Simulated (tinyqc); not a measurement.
ROHF in the sto-6g basis, for OH+, spin multiplicity 3, step by step (part 1 of 2). This run ends on a higher stationary point, not on the lowest solution. Computed by tinyqc, a small Python program that keeps every step (integrals from PySCF). Settings: charge = 1, multiplicity = 3, basis = sto-6g, energy threshold = 1e-10, iteration cap = 60, orthogonalisation = canonical, start = highest core orbitals, DIIS depth = 0, method = ROHF. Command: `OMP_NUM_THREADS=1 python tinyqc.py 27349 27350 out.jsonl` (the two numbers bound the seeds that draw the settings). One thread of a shared host (Intel(R) Xeon(R) Processor @ 2.60GHz), about 0.1 s of CPU time with the checks. Later iterations appear only in the table of the cycle.

## One-electron integrals

Geometry (angstrom):

| atom | x | y | z |
|---|---|---|---|
| O | 0.000000 | 0.000000 | 0.000000 |
| H | 0.000000 | 0.000000 | 0.970000 |

Basis sto-6g: exponents (1/bohr^2) and contraction coefficients of normalised primitives:

| element | l (shell) | exponent | coefficient |
|---|---|---|---|
| O | s (1) | 1355.584234 | 0.009164 |
| O | s (1) | 248.544885 | 0.049361 |
| O | s (1) | 69.533902 | 0.168538 |
| O | s (1) | 23.886772 | 0.370563 |
| O | s (1) | 9.275933 | 0.416492 |
| O | s (1) | 3.820341 | 0.130334 |
| O | s (2) | 52.187762 | -0.013253 |
| O | s (2) | 10.329320 | -0.046992 |
| O | s (2) | 3.210345 | -0.033785 |
| O | s (2) | 1.235135 | 0.250242 |
| O | s (2) | 0.536420 | 0.595117 |
| O | s (2) | 0.245881 | 0.240706 |
| O | p (3) | 52.187762 | 0.003760 |
| O | p (3) | 10.329320 | 0.037679 |
| O | p (3) | 3.210345 | 0.173897 |
| O | p (3) | 1.235135 | 0.418036 |
| O | p (3) | 0.536420 | 0.425860 |
| O | p (3) | 0.245881 | 0.101708 |
| H | s (1) | 35.523221 | 0.009164 |
| H | s (1) | 6.513144 | 0.049361 |
| H | s (1) | 1.822143 | 0.168538 |
| H | s (1) | 0.625955 | 0.370563 |
| H | s (1) | 0.243077 | 0.416492 |
| H | s (1) | 0.100112 | 0.130334 |

Overlap, kinetic and nuclear-attraction integrals over the contracted functions; the nuclear repulsion is the sum of Za Zb / Rab.

nuclear repulsion = 4.36434813 hartree

overlap S, lower triangle:
```
           1O 1s     1O 2s    1O 2px    1O 2py    1O 2pz     2H 1s
1O 1s   1.000000
1O 2s   0.231145  1.000000
1O 2px  0.000000  0.000000  1.000000
1O 2py  0.000000  0.000000  0.000000  1.000000
1O 2pz  0.000000  0.000000  0.000000  0.000000  1.000000
2H 1s   0.053827  0.468451  0.000000  0.000000  0.388234  1.000000
```

kinetic energy T (hartree), lower triangle:
```
            1O 1s     1O 2s    1O 2px    1O 2py    1O 2pz     2H 1s
1O 1s   29.327197
1O 2s   -0.896024  0.842618
1O 2px   0.000000  0.000000  2.531309
1O 2py   0.000000  0.000000  0.000000  2.531309
1O 2pz   0.000000  0.000000  0.000000  0.000000  2.531309
2H 1s   -0.002888  0.121852  0.000000  0.000000  0.272199  0.768522
```

nuclear attraction V (hartree), lower triangle:
```
             1O 1s      1O 2s     1O 2px     1O 2py     1O 2pz      2H 1s
1O 1s   -61.803859
1O 2s    -6.277381  -9.539094
1O 2px    0.000000   0.000000  -9.498074
1O 2py    0.000000   0.000000   0.000000  -9.498074
1O 2pz   -0.015993  -0.178772   0.000000   0.000000  -9.619925
2H 1s    -1.679774  -3.564752   0.000000   0.000000  -2.691187  -5.452381
```

core Hamiltonian H = T + V (hartree), lower triangle:
```
             1O 1s      1O 2s     1O 2px     1O 2py     1O 2pz      2H 1s
1O 1s   -32.476661
1O 2s    -7.173405  -8.696475
1O 2px    0.000000   0.000000  -6.966766
1O 2py    0.000000   0.000000   0.000000  -6.966766
1O 2pz   -0.015993  -0.178772   0.000000   0.000000  -7.088616
2H 1s    -1.682662  -3.442900   0.000000   0.000000  -2.418988  -4.683859
```

## Two-electron integrals

Functions are numbered as in S; the eight-fold symmetry (ij|kl) = (ji|kl) = (kl|ij) leaves the list below.

Two-electron integrals (ij|kl) in chemists' order, unique and non-zero (hartree):
```
(11|11) 4.787491   (21|11) 0.675884   (21|21) 0.121505   (22|11) 1.117379
(22|21) 0.249212   (22|22) 0.817383   (31|31) 0.025762   (32|31) 0.039145
(32|32) 0.180664   (33|11) 1.117381   (33|21) 0.249212   (33|22) 0.817382
(33|33) 0.880663   (41|41) 0.025762   (42|41) 0.039145   (42|42) 0.180664
(43|43) 0.047461   (44|11) 1.117381   (44|21) 0.249212   (44|22) 0.817382
(44|33) 0.785741   (44|44) 0.880663   (51|51) 0.025762   (52|51) 0.039145
(52|52) 0.180664   (53|53) 0.047461   (54|54) 0.047461   (55|11) 1.117381
(55|21) 0.249212   (55|22) 0.817382   (55|33) 0.785741   (55|44) 0.785741
(55|55) 0.880663   (61|11) 0.168017   (61|21) 0.028940   (61|22) 0.058025
(61|33) 0.057899   (61|44) 0.057899   (61|51) 0.001412   (61|52) 0.002753
(61|55) 0.058277   (61|61) 0.007026   (62|11) 0.394844   (62|21) 0.089229
(62|22) 0.322349   (62|33) 0.317097   (62|44) 0.317097   (62|51) 0.007113
(62|52) 0.051697   (62|55) 0.332853   (62|61) 0.021346   (62|62) 0.155829
(63|31) 0.010088   (63|32) 0.056195   (63|53) 0.010752   (63|63) 0.022485
(64|41) 0.010088   (64|42) 0.056195   (64|54) 0.010752   (64|64) 0.022485
(65|11) 0.278572   (65|21) 0.063867   (65|22) 0.246112   (65|33) 0.234912
(65|44) 0.234912   (65|51) 0.014603   (65|52) 0.093830   (65|55) 0.268511
(65|61) 0.016007   (65|62) 0.144694   (65|65) 0.155528   (66|11) 0.525897
(66|21) 0.121046   (66|22) 0.498581   (66|33) 0.478469   (66|44) 0.478469
(66|51) 0.012957   (66|52) 0.127139   (66|55) 0.538803   (66|61) 0.029290
(66|62) 0.300093   (66|65) 0.318505   (66|66) 0.774999
```

## Orthogonalisation

S = U s U^T; canonical form X = U s^(-1/2), so that X^T S X = 1. Each column of U has its largest component positive (the first on a tie).

eigenvalues of S: 0.377950  0.843207  1.000000  1.000000  1.126586  1.652258

X:
```
                1          2         3          4          5         6
1O 1s    0.249402   0.776172  0.000000   0.000000   0.597346  0.200644
1O 2s   -0.930156  -0.474285  0.000000   0.000000   0.372342  0.444966
1O 2px   0.000000   0.000000  0.519883   0.854238   0.000000  0.000000
1O 2py   0.000000   0.000000  0.854238  -0.519883   0.000000  0.000000
1O 2pz  -0.694073   0.555228  0.000000   0.000000  -0.595391  0.309843
2H 1s    1.112082  -0.224236  0.000000   0.000000  -0.194130  0.520555
```

Within a degenerate level the vectors are fixed only up to a rotation; this is one choice.

## Starting guess

The start is the highest orbitals of the core Hamiltonian (a deliberately bad start); D(s) = C_occ C_occ^T for each spin.

D(alpha) at the start, lower triangle:
```
            1O 1s      1O 2s    1O 2px    1O 2py     1O 2pz     2H 1s
1O 1s    0.054744
1O 2s   -0.271591   1.426488
1O 2px   0.000000   0.000000  1.000000
1O 2py   0.000000   0.000000  0.000000  1.000000
1O 2pz  -0.034010   0.298413  0.000000  0.000000   1.240506
2H 1s    0.086454  -0.768622  0.000000  0.000000  -0.619486  1.595643
```

D(beta) at the start, lower triangle:
```
            1O 1s      1O 2s    1O 2px    1O 2py     1O 2pz     2H 1s
1O 1s    0.001250
1O 2s   -0.015925   0.202829
1O 2px   0.000000   0.000000  1.000000
1O 2py   0.000000   0.000000  0.000000  1.000000
1O 2pz  -0.011514   0.146644  0.000000  0.000000   0.106023
2H 1s    0.043684  -0.556372  0.000000  0.000000  -0.402254  1.526160
```

## Iteration 1: building the Fock matrix

J_ij = sum D_kl (ij|kl) with D = D(alpha) + D(beta), K_ij = sum D_kl (ik|jl) for each spin; F = H + J - K(s); E = tr D H + tr D J / 2 - 0.5 sum_s tr D(s) K(s) + E_nn.

Coulomb J (hartree), lower triangle:
```
           1O 1s     1O 2s    1O 2px    1O 2py    1O 2pz     2H 1s
1O 1s   7.743983
1O 2s   1.724891  5.835622
1O 2px  0.000000  0.000000  5.830281
1O 2py  0.000000  0.000000  0.000000  5.830281
1O 2pz  0.024625  0.226131  0.000000  0.000000  5.846289
2H 1s   0.403686  2.491723  0.000000  0.000000  2.060484  4.504486
```

exchange K(alpha) (hartree), lower triangle:
```
           1O 1s     1O 2s    1O 2px    1O 2py    1O 2pz     2H 1s
1O 1s   0.145792
1O 2s   0.134282  1.327210
1O 2px  0.000000  0.000000  1.162779
1O 2py  0.000000  0.000000  0.000000  1.162779
1O 2pz  0.000565  0.031813  0.000000  0.000000  1.199027
2H 1s   0.036754  0.556570  0.000000  0.000000  0.422243  0.920002
```

exchange K(beta) (hartree), lower triangle:
```
            1O 1s     1O 2s    1O 2px    1O 2py    1O 2pz     2H 1s
1O 1s    0.055423
1O 2s    0.079296  0.383820
1O 2px   0.000000  0.000000  0.932603
1O 2py   0.000000  0.000000  0.000000  0.932603
1O 2pz  -0.000597  0.029638  0.000000  0.000000  0.141930
2H 1s    0.017574  0.219084  0.000000  0.000000  0.178850  0.729629
```

F(alpha) (hartree), lower triangle:
```
             1O 1s      1O 2s     1O 2px     1O 2py     1O 2pz      2H 1s
1O 1s   -24.878470
1O 2s    -5.582796  -4.188063
1O 2px    0.000000   0.000000  -2.299264
1O 2py    0.000000   0.000000   0.000000  -2.299264
1O 2pz    0.008067   0.015546   0.000000   0.000000  -2.441355
2H 1s    -1.315730  -1.507747   0.000000   0.000000  -0.780747  -1.099376
```

F(beta) (hartree), lower triangle:
```
             1O 1s      1O 2s     1O 2px     1O 2py     1O 2pz      2H 1s
1O 1s   -24.788101
1O 2s    -5.527811  -3.244673
1O 2px    0.000000   0.000000  -2.069088
1O 2py    0.000000   0.000000   0.000000  -2.069088
1O 2pz    0.009229   0.017722   0.000000   0.000000  -1.384257
2H 1s    -1.296550  -1.170261   0.000000   0.000000  -0.537354  -0.909003
```

total energy of this density = -28.43743853 hartree

## Iteration 1: Roothaan effective Fock matrix

With projectors Pc = D(beta) S, Po = (D(alpha) - D(beta)) S, Pv = 1 - D(alpha) S, the block xy is Px^T F Py; with Fc = (F(alpha) + F(beta))/2, the blocks are Fc for cc, oo, vv and cv, F(beta) for co and F(alpha) for ov.

effective F (hartree), lower triangle:
```
             1O 1s      1O 2s     1O 2px     1O 2py     1O 2pz      2H 1s
1O 1s   -24.833601
1O 2s    -5.566032  -3.722433
1O 2px    0.000000   0.000000  -2.184176
1O 2py    0.000000   0.000000   0.000000  -2.184176
1O 2pz    0.008505   0.012515   0.000000   0.000000  -1.920205
2H 1s    -1.310146  -1.346168   0.000000   0.000000  -0.681943  -1.019366
```

## Iteration 1: diagonalisation and new density

Diagonalise F' = X^T F X, C = X C', fill 5 alpha and 3 beta electrons from the bottom; D(s) = C_occ C_occ^T. Each column has its largest component positive (the first on a tie).

F' = X^T F X (hartree), lower triangle:
```
           1           2          3          4           5          6
1  -1.244379
2  -1.939712  -12.003112
3   0.000000    0.000000  -2.184176
4   0.000000    0.000000   0.000000  -2.184176
5  -1.657008   -9.949003   0.000000   0.000000  -12.243097
6   0.068563   -4.835076   0.000000   0.000000   -5.281089  -4.303983
```

orbital energies (hartree): MO1 -24.835295, MO2 -2.628539, MO3 -2.184176, MO4 -2.184176, MO5 -1.923773, MO6 -0.406965

coefficients C:
```
              MO1        MO2       MO3        MO4        MO5        MO6
1O 1s    1.002114  -0.234278  0.000000   0.000000  -0.003783   0.050904
1O 2s   -0.010250   1.072837  0.000000   0.000000   0.033258  -0.524003
1O 2px   0.000000   0.000000  0.988671  -0.150100   0.000000   0.000000
1O 2py   0.000000   0.000000  0.150100   0.988671   0.000000   0.000000
1O 2pz  -0.001945   0.031784  0.000000   0.000000   1.022903  -0.439505
2H 1s    0.004037  -0.100276  0.000000   0.000000  -0.062123   1.257673
```

D(alpha) after iteration 1, lower triangle:
```
            1O 1s      1O 2s    1O 2px    1O 2py     1O 2pz     2H 1s
1O 1s    1.059133
1O 2s   -0.261739   1.152189
1O 2px   0.000000   0.000000  1.000000
1O 2py   0.000000   0.000000  0.000000  1.000000
1O 2pz  -0.013265   0.068138  0.000000  0.000000   1.047344
2H 1s    0.027773  -0.109687  0.000000  0.000000  -0.066741  0.013931
```

D(beta) after iteration 1, lower triangle:
```
            1O 1s      1O 2s    1O 2px    1O 2py     1O 2pz     2H 1s
1O 1s    1.059119
1O 2s   -0.261613   1.151083
1O 2px   0.000000   0.000000  0.977470
1O 2py   0.000000   0.000000  0.148399  0.022530
1O 2pz  -0.009395   0.034119  0.000000  0.000000   0.001014
2H 1s    0.027538  -0.107621  0.000000  0.000000  -0.003195  0.010072
```

Within a degenerate level the vectors are fixed only up to a rotation; this is one choice.

## Iteration 2: building the Fock matrix

As before.

Coulomb J (hartree), lower triangle:
```
            1O 1s     1O 2s    1O 2px    1O 2py    1O 2pz     2H 1s
1O 1s   16.351488
1O 2s    2.845812  7.141613
1O 2px   0.000000  0.000000  7.204578
1O 2py   0.000000  0.000000  0.014086  7.113933
1O 2pz   0.002171  0.002938  0.000000  0.000000  7.106328
2H 1s    0.684515  2.717532  0.000000  0.000000  2.019636  4.008199
```

exchange K(alpha) (hartree), lower triangle:
```
           1O 1s     1O 2s    1O 2px    1O 2py    1O 2pz     2H 1s
1O 1s   4.938175
1O 2s   0.793271  1.420070
1O 2px  0.000000  0.000000  1.179896
1O 2py  0.000000  0.000000  0.000000  1.179896
1O 2pz  0.000312  0.007024  0.000000  0.000000  1.178785
2H 1s   0.204089  0.511800  0.000000  0.000000  0.318396  0.307044
```

exchange K(beta) (hartree), lower triangle:
```
            1O 1s     1O 2s    1O 2px    1O 2py    1O 2pz     2H 1s
1O 1s    4.885617
1O 2s    0.713788  1.056787
1O 2px   0.000000  0.000000  1.065320
1O 2py   0.000000  0.000000  0.123647  0.269662
1O 2pz  -0.000433  0.001341  0.000000  0.000000  0.243576
2H 1s    0.179239  0.364650  0.000000  0.000000  0.055851  0.150652
```

F(alpha) (hartree), lower triangle:
```
             1O 1s      1O 2s     1O 2px     1O 2py     1O 2pz      2H 1s
1O 1s   -21.063348
1O 2s    -5.120864  -2.974932
1O 2px    0.000000   0.000000  -0.942084
1O 2py    0.000000   0.000000   0.014086  -1.032729
1O 2pz   -0.014134  -0.182858   0.000000   0.000000  -1.161074
2H 1s    -1.202235  -1.237169   0.000000   0.000000  -0.717748  -0.982705
```

F(beta) (hartree), lower triangle:
```
             1O 1s      1O 2s     1O 2px     1O 2py     1O 2pz      2H 1s
1O 1s   -21.010790
1O 2s    -5.041381  -2.611649
1O 2px    0.000000   0.000000  -0.827507
1O 2py    0.000000   0.000000  -0.109560  -0.122495
1O 2pz   -0.013389  -0.177175   0.000000   0.000000  -0.225865
2H 1s    -1.177386  -1.090019   0.000000   0.000000  -0.455203  -0.826312
```

total energy of this density = -74.35808379 hartree

## Iteration 2: Roothaan effective Fock matrix

As before.

effective F (hartree), lower triangle:
```
             1O 1s      1O 2s     1O 2px     1O 2py     1O 2pz      2H 1s
1O 1s   -21.037069
1O 2s    -5.081116  -2.793229
1O 2px    0.000000   0.000000  -0.884795
1O 2py    0.000000   0.000000  -0.047737  -0.577612
1O 2pz   -0.013411  -0.170722   0.000000   0.000000  -0.689361
2H 1s    -1.189667  -1.160208   0.000000   0.000000  -0.546983  -0.877306
```

## Iteration 2: diagonalisation and new density

As before.

F' = X^T F X (hartree), lower triangle:
```
           1          2          3          4           5          6
1  -0.415879
2  -1.526681  -9.435706
3   0.000000   0.000000  -0.703037
4   0.000000   0.000000  -0.158354  -0.759370
5  -1.087827  -8.866797   0.000000   0.000000  -10.028998
6  -0.192182  -4.141066   0.000000   0.000000   -4.719641  -3.622321
```

orbital energies (hartree): MO1 -21.039892, MO2 -1.692067, MO3 -0.892043, MO4 -0.745592, MO5 -0.570364, MO6 -0.025353

coefficients C:
```
              MO1        MO2       MO3        MO4        MO5        MO6
1O 1s    0.996946  -0.238712  0.000000   0.075285   0.000000   0.071910
1O 2s    0.013829   0.962625  0.000000  -0.415046   0.000000  -0.572423
1O 2px   0.000000   0.000000  0.988671   0.000000  -0.150100   0.000000
1O 2py   0.000000   0.000000  0.150100   0.000000   0.988671   0.000000
1O 2pz   0.002270   0.150610  0.000000   0.748597   0.000000  -0.810816
2H 1s   -0.003997   0.092072  0.000000   0.434692   0.000000   1.182464
```

D(alpha) after iteration 2, lower triangle:
```
            1O 1s      1O 2s    1O 2px    1O 2py    1O 2pz     2H 1s
1O 1s    1.056553
1O 2s   -0.247250   1.099101
1O 2px   0.000000   0.000000  1.000000
1O 2py   0.000000   0.000000  0.000000  1.000000
1O 2pz   0.022668  -0.165690  0.000000  0.000000  0.583086
2H 1s    0.006763  -0.091842  0.000000  0.000000  0.339267  0.197450
```

D(beta) after iteration 2, lower triangle:
```
            1O 1s     1O 2s    1O 2px    1O 2py    1O 2pz     2H 1s
1O 1s    1.050885
1O 2s   -0.216003  0.926838
1O 2px   0.000000  0.000000  0.977470
1O 2py   0.000000  0.000000  0.148399  0.022530
1O 2pz  -0.033690  0.145012  0.000000  0.000000  0.022689
2H 1s   -0.025963  0.088575  0.000000  0.000000  0.013858  0.008493
```

## Iteration 3: building the Fock matrix

As before.

Coulomb J (hartree), lower triangle:
```
            1O 1s     1O 2s    1O 2px    1O 2py    1O 2pz     2H 1s
1O 1s   16.051913
1O 2s    2.783642  6.999335
1O 2px   0.000000  0.000000  7.060939
1O 2py   0.000000  0.000000  0.014086  6.970294
1O 2pz   0.010694  0.083673  0.000000  0.000000  6.966772
2H 1s    0.670612  2.715283  0.000000  0.000000  2.063576  4.143962
```

exchange K(alpha) (hartree), lower triangle:
```
           1O 1s      1O 2s    1O 2px    1O 2py    1O 2pz     2H 1s
1O 1s   4.923407
1O 2s   0.779721   1.378041
1O 2px  0.000000   0.000000  1.163778
1O 2py  0.000000   0.000000  0.000000  1.163778
1O 2pz  0.001796  -0.012371  0.000000  0.000000  1.010720
2H 1s   0.200222   0.560068  0.000000  0.000000  0.438578  0.570987
```

exchange K(beta) (hartree), lower triangle:
```
           1O 1s     1O 2s    1O 2px    1O 2py    1O 2pz     2H 1s
1O 1s   4.874580
1O 2s   0.716044  1.017597
1O 2px  0.000000  0.000000  1.050496
1O 2py  0.000000  0.000000  0.123647  0.254839
1O 2pz  0.003081  0.166692  0.000000  0.000000  0.269678
2H 1s   0.178434  0.457220  0.000000  0.000000  0.159183  0.276541
```

F(alpha) (hartree), lower triangle:
```
             1O 1s      1O 2s     1O 2px     1O 2py     1O 2pz      2H 1s
1O 1s   -21.348156
1O 2s    -5.169484  -3.075181
1O 2px    0.000000   0.000000  -1.069604
1O 2py    0.000000   0.000000   0.014086  -1.160249
1O 2pz   -0.007095  -0.082727   0.000000   0.000000  -1.132564
2H 1s    -1.212272  -1.287685   0.000000   0.000000  -0.793990  -1.110885
```

F(beta) (hartree), lower triangle:
```
             1O 1s      1O 2s     1O 2px     1O 2py     1O 2pz      2H 1s
1O 1s   -21.299329
1O 2s    -5.105807  -2.714738
1O 2px    0.000000   0.000000  -0.956323
1O 2py    0.000000   0.000000  -0.109560  -0.251310
1O 2pz   -0.008380  -0.261790   0.000000   0.000000  -0.391522
2H 1s    -1.190484  -1.184837   0.000000   0.000000  -0.514594  -0.816439
```

total energy of this density = -74.57947214 hartree

## Iteration 3: Roothaan effective Fock matrix

As before.

effective F (hartree), lower triangle:
```
             1O 1s      1O 2s     1O 2px     1O 2py     1O 2pz      2H 1s
1O 1s   -21.323785
1O 2s    -5.136246  -2.879048
1O 2px    0.000000   0.000000  -1.012963
1O 2py    0.000000   0.000000  -0.047737  -0.705779
1O 2pz   -0.014970  -0.204120   0.000000   0.000000  -0.816459
2H 1s    -1.205511  -1.260772   0.000000   0.000000  -0.657980  -0.949459
```

## Iteration 3: diagonalisation and new density

As before.

F' = X^T F X (hartree), lower triangle:
```
           1          2          3          4           5          6
1  -0.304823
2  -1.566406  -9.601951
3   0.000000   0.000000  -0.831205
4   0.000000   0.000000  -0.158354  -0.887538
5  -1.132260  -8.961356   0.000000   0.000000  -10.207029
6  -0.166044  -4.193930   0.000000   0.000000   -4.725401  -3.787557
```

orbital energies (hartree): MO1 -21.326282, MO2 -1.800475, MO3 -1.020211, MO4 -0.857706, MO5 -0.698532, MO6 0.083103

coefficients C:
```
              MO1        MO2       MO3        MO4        MO5        MO6
1O 1s    0.997153  -0.231387  0.000000   0.086491   0.000000   0.079929
1O 2s    0.012856   0.923034  0.000000  -0.449119   0.000000  -0.610658
1O 2px   0.000000   0.000000  0.988671   0.000000  -0.150100   0.000000
1O 2py   0.000000   0.000000  0.150100   0.000000   0.988671   0.000000
1O 2pz   0.002155   0.182011  0.000000   0.772336   0.000000  -0.781584
2H 1s   -0.003496   0.142458  0.000000   0.376125   0.000000   1.197454
```

D(alpha) after iteration 3, lower triangle:
```
            1O 1s      1O 2s    1O 2px    1O 2py    1O 2pz     2H 1s
1O 1s    1.055336
1O 2s   -0.239604   1.053865
1O 2px   0.000000   0.000000  1.000000
1O 2py   0.000000   0.000000  0.000000  1.000000
1O 2pz   0.026834  -0.178841  0.000000  0.000000  0.629635
2H 1s   -0.003918  -0.037476  0.000000  0.000000  0.316416  0.161777
```

D(beta) after iteration 3, lower triangle:
```
            1O 1s     1O 2s    1O 2px    1O 2py    1O 2pz     2H 1s
1O 1s    1.047855
1O 2s   -0.200759  0.852157
1O 2px   0.000000  0.000000  0.977470
1O 2py   0.000000  0.000000  0.148399  0.022530
1O 2pz  -0.039966  0.168030  0.000000  0.000000  0.033133
2H 1s   -0.036449  0.131449  0.000000  0.000000  0.025921  0.020306
```
